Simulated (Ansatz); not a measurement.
**What a trial cell of NbCd3Rh relaxes into**

All numbers below come from DFT PBE, scalar-relativistic, plane waves, PAW in Ansatz 0.2.0. Cutoff 420 eV, Γ-centred k mesh, Gaussian smearing, no spin polarisation in the final step.

The start puts NbCd3Rh on the cubic perovskite structure type (Pm-3m, No. 221), with Nb in place of Sr, Rh in place of Ti, Cd in place of O, at a guessed volume.

```yaml
crystal:
  lattice:
    - [4.56368, 0.00000, 0.00000]
    - [0.00000, 4.56368, 0.00000]
    - [0.00000, 0.00000, 4.56368]
  atoms:
    - { symbol: Nb, position: [0.00000, 0.00000, 0.00000] }
    - { symbol: Cd, position: [0.00000, 0.50000, 0.50000] }
    - { symbol: Cd, position: [0.50000, 0.00000, 0.50000] }
    - { symbol: Cd, position: [0.50000, 0.50000, 0.00000] }
    - { symbol: Rh, position: [0.50000, 0.50000, 0.50000] }
```

Cell and atoms relax at zero pressure; the relaxation can't lower the symmetry of the start. After a coarse first stage the cell is made exact in the group found at 0.06 Å.

Formation energies are uncorrected and refer to the elements' standard structures at the same level.

(1) Describe the relaxed structure.

(2) What are its volume, energy, density and gap?

Answers

(1) It keeps Pm-3m (No. 221). The result still has the cubic perovskite structure. Conventional cell: a = 4.972 Å. Nb has 12 Cd at 3.52 Å; around Cd lie 2 Rh at 2.49 Å; Rh is coordinated by 6 Cd at 2.49 Å.

Space group Pm-3m (No. 221). a = 4.972 Å, b = 4.972 Å, c = 4.972 Å, α = 90.00°, β = 90.00°, γ = 90.00°
```tsv
atom	site	symmetry	x	y	z
Nb	1a	m-3m	0.0000	0.0000	0.0000
Cd	3c	4/mm.m	0.0000	0.5000	0.5000
Rh	1b	m-3m	0.5000	0.5000	0.5000
```

(2) The volume per atom is 24.58 Å³ and the density is 7.20 g/cm³. The energy over the elements is 0.98 eV/atom and the gap on the 8×8×8 mesh is 0 eV (a metal).

The final run used a 8×8×8 mesh on its 5-atom cell and 0.10 eV smearing. The k mesh leaves about 4 meV/atom of noise in metals. Symmetry constrained the relaxation, so the result can be a saddle point.

Cost: 3 runs of about 0.85 core-minutes in all, on Arm Neoverse V2 (shared hosts).